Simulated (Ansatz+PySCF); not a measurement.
## doublet C2H5O: levels of theory in one basis

```csv
atom,x (Å),y (Å),z (Å)
C,1.0113,-0.5758,0.0000
C,-0.0066,0.5962,0.0000
O,-1.2666,0.0083,0.0000
H,0.1404,1.2122,0.8965
H,0.1404,1.2122,-0.8965
H,2.0259,-0.1716,0.0000
H,0.8759,-1.1944,0.8881
H,0.8759,-1.1944,-0.8881
```

Basis set: cc-pVTZ (spherical functions). Left uncorrelated: 3 orbitals. Correlation on ROHF uses semicanonical orbitals with singles. Charge 0, multiplicity 2.

Computed with Ansatz (development build ahead of 0.2.0); each method stands on the lowest determinant of its kind that the runs found.

```tsv
method	E − E(ROHF) (eV)	<S²> of the determinant
ROHF	0.00	0.75
UHF	-0.15	0.76
ROHF-MP2	-14.89	–
UHF-MP2	-14.88	0.76
```

Q: What does ROHF-CCSD(T) give on the same scale?

A: -16.48 eV.

The restricted and unrestricted rows may stand on different electronic states: another unrestricted solution lies nearer the restricted one.

Caution for ROHF-MP2, UHF-MP2: forces differ strongly between restricted and unrestricted references.
